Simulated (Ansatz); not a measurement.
**AsF₂, quartet: reading a ladder of total energies**

Geometry: that of the AsF2, doublet, kept fixed. The doublet lies 6.4 eV lower here.

```json
{"atom": "As", "x (Å)": "0.0000", "y (Å)": "-0.3875", "z (Å)": "0.0000"}
{"atom": "F", "x (Å)": "0.0000", "y (Å)": "0.7641", "z (Å)": "-1.2906"}
{"atom": "F", "x (Å)": "0.0000", "y (Å)": "0.7641", "z (Å)": "1.2906"}
```

Basis cc-pVDZ; Ansatz 0.2.0. Correlated methods freeze the noble-gas cores and the filled d shells of p-block atoms, which leaves 19 electrons in 39 orbitals. Prefix R: restricted or restricted open-shell reference; prefix U: unrestricted. No spin–orbit coupling is included, and no scalar relativity.

Full CI isn't at hand for all of this; UCCSDT(Q) serves as the reference, and is uncertain by about the last step of the cluster series.

Runs differ by some tens of microhartree through their thresholds and, for an open shell, their frozen cores, so steps under 0.03 kcal/mol mean nothing.

| level | total energy (hartree) |
| --- | --- |
| UHF | -2432.851130 |
| UMP2 | -2433.297474 |
| UCCSD | -2433.307719 |
| UCCSD(T) | -2433.317649 |
| UCCSDT | -2433.318739 |
| UCCSDT(Q) | -2433.320246 |

Task: What is the correlation energy at UCCSDT(Q), and what share of it do UMP2 and UCCSD(T) recover?

Result: E(corr) = -2433.320246 − (-2432.851130) = -0.469116 hartree = -12.765 eV. UMP2: -0.446344 / -0.469116 = 95.15 %. UCCSD(T): -0.466519 / -0.469116 = 99.45 %.

Task: By how many kcal/mol does UCCSD(T) miss UCCSDT(Q) (1 hartree = 627.509 kcal/mol), and which steps make up the rest?

Result: -2433.317649 − (-2433.320246) = 0.002597 hartree = 1.63 kcal/mol. Steps: UCCSDT − UCCSD(T) = -0.68, UCCSDT(Q) − UCCSDT = -0.95 kcal/mol. Differences between like states or geometries often cancel part of this.
